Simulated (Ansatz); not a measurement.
[CH3···H···S], triplet in cc-pVDZ: errors against UCCSDT(Q)

Geometry: a point of a hydrogen-transfer path between rigid fragments, not a stationary point.

```json
{"atom": "C", "x (Å)": "-2.1229", "y (Å)": "0.0000", "z (Å)": "0.0000"}
{"atom": "H", "x (Å)": "-2.4861", "y (Å)": "1.0273", "z (Å)": "0.0000"}
{"atom": "H", "x (Å)": "-2.4861", "y (Å)": "-0.5137", "z (Å)": "0.8897"}
{"atom": "H", "x (Å)": "-2.4861", "y (Å)": "-0.5137", "z (Å)": "-0.8897"}
{"atom": "H", "x (Å)": "-1.0333", "y (Å)": "0.0000", "z (Å)": "0.0000"}
{"atom": "S", "x (Å)": "1.0621", "y (Å)": "0.0000", "z (Å)": "0.0000"}
```

Basis cc-pVDZ; Ansatz 0.2.0. Only valence electrons are correlated (noble-gas cores frozen), which leaves 14 electrons in 46 orbitals. R marks a restricted (for open shells ROHF) determinant, U an unrestricted one. Active spaces: pair = (4e, 4o) about the gap.

Full CI isn't at hand for all of this; UCCSDT(Q) serves as the reference, and is uncertain by about the last step of the cluster series. The frozen core follows each run's orbitals, which can shift R against U totals by a few meV.

For open shells CISD is restricted-active-space CI with the open shells as a complete middle space.

```
UHF ⟨S²⟩                          : 2.009
T1 diagnostic (RCCSD)             : 0.0108
largest doubles amplitude (RCCSD) : 0.045
T1 diagnostic (UCCSD)             : 0.0074
```

| level | E − E(RHF) (eV) |
| --- | --- |
| UHF | -0.1172 |
| RMP2 | -6.9381 |
| UMP2 | -6.9153 |
| RCCSD | -8.0467 |
| UCCSD | -8.0497 |
| RCCSD(T) | -8.1953 |
| UCCSD(T) | -8.1960 |

Task: Estimate how far UCCSDT(Q) in cc-pVDZ lies from RCCSD(T). The table doesn't fix it; the size of (T) and the diagnostics are the guide.

Result: UCCSDT(Q) in cc-pVDZ lies 27 meV below RCCSD(T), which is 18 % of the (T) step (-149 meV). The diagnostics are small and one determinant leads, so the series closes fast and only a small part of (T) is left.

The other levels:

```csv
level,E − E(UCCSDT(Q)) (meV),share of correlation (%),wall time
CISD,853,89.63,4.2 s
BCCD(T),27,99.67,6 s
RCCSDT,8,99.90,–
UCCSDT,8,99.91,–
RCCSDT(Q),0,100.00,68 s
```

The correlation energy at UCCSDT(Q), counted from RHF, is -8.223 eV. That run took 56 s on 1 thread of Arm Neoverse V2, shared host.

Run but not shown, since their state or frozen core can't be matched to the reference's or they repeat it: CASSCF (pair space), NEVPT2 (pair space), MRCISD (pair space), MRCISD+Q (pair space).

Times hold each run's SCF and search for its determinant on a shared host, so for small cases they say little of a method's own cost; they ran on 1 thread of Arm Neoverse V2.
